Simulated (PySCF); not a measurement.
# A basis-limit estimate, worked out

An elementary step of BH4ClO, closed shell (BH₂Cl ([BH2][Cl]) + H₂O → BH₃O ([BH2][OH]) + HCl; bonds formed: Cl2–H5; dative contacts that become bonds: B1–O6; bonds broken: B1–Cl2, H5–O6). “Start” is the structure reached by relaxing down from the saddle towards the reactants; PBE0-D4/def2-TZVP structures. The saddle:

B1  (-0.415, -0.419, 0.320)
Cl2  (1.811, -0.370, 0.282)
H3  (-0.721, -1.328, -0.390)
H4  (-0.621, -0.406, 1.490)
H5  (0.898, 0.721, -0.155)
O6  (-0.379, 0.922, -0.302)
H7  (-0.573, 0.879, -1.245)
(Å)

PySCF 2.14 with density fitting (its default auxiliary sets; JK sets also for MP2 and CCSD(T)); basis: def2-TZVPP and def2-QZVPP; cores frozen in the correlated methods.

Energies in eV:

| quantity | saddle | start |
| --- | --- | --- |
| Hartree–Fock, triple zeta (X = 3) | -15277.01060 | -15278.15542 |
| Hartree–Fock, quadruple zeta (X = 4) | -15277.49035 | -15278.63789 |
| MP2 correlation, X = 3 | -15.76753 | -15.46562 |
| MP2 correlation, X = 4 | -17.07293 | -16.77025 |
| CCSD(T) correlation, X = 3 | -17.27860 | -17.00397 |

**Question.** Work out the barrier at the basis limit: extrapolate Hartree–Fock as E(X) = E∞ + A exp(−7.88 √X) and the MP2 correlation as E(X) = E∞ + B X^−2.97 (the exponents that Neese and Valeev fitted for def2-TZVPP and QZVPP), then add CCSD(T) − MP2 in triple zeta.

**Answer.** Each step is linear, so take the differences first (saddle − start): Hartree–Fock 1.14482 (X = 3) and 1.14754 (X = 4); MP2 correlation -0.30191 and -0.30268; CCSD(T) correlation -0.27463.
Two points give E∞ = E(4) + w [E(4) − E(3)], with w = 1/(exp(7.88 (2 − √3)) − 1) = 0.1377 for Hartree–Fock and w = 1/((4/3)^2.97 − 1) = 0.7407 for the correlation.
Hartree–Fock: 1.14754 + 0.1377 × 0.00272 = 1.1479 eV.
MP2 correlation: -0.30268 + 0.7407 × (-0.00077) = -0.3033 eV.
CCSD(T) − MP2: -0.27463 − (-0.30191) = 0.0273 eV.
Sum: 1.1479 + (-0.3033) + 0.0273 = 0.8719 eV, or 20.11 kcal/mol. Plain CCSD(T) in triple zeta gives 0.8702 eV, so the larger basis shifts the result by 0.0017 eV.

No T1 diagnostic of these runs exceeds 0.013.

The step is the kind of ligand exchange by which a precursor binds to a hydroxyl group, or is hydrolysed, in atomic layer deposition of oxides.

Labels in which every atom is bracketed show which atoms are joined, not bond orders.

For scale, one of the runs: CCSD(T)/def2-TZVPP, 160 basis functions, launched by `OMP_NUM_THREADS=4 python run.py`. The run took 110 s on 4 CPU threads of an Arm Neoverse V2 (shared host), with 1.2 GiB of host memory at its peak.
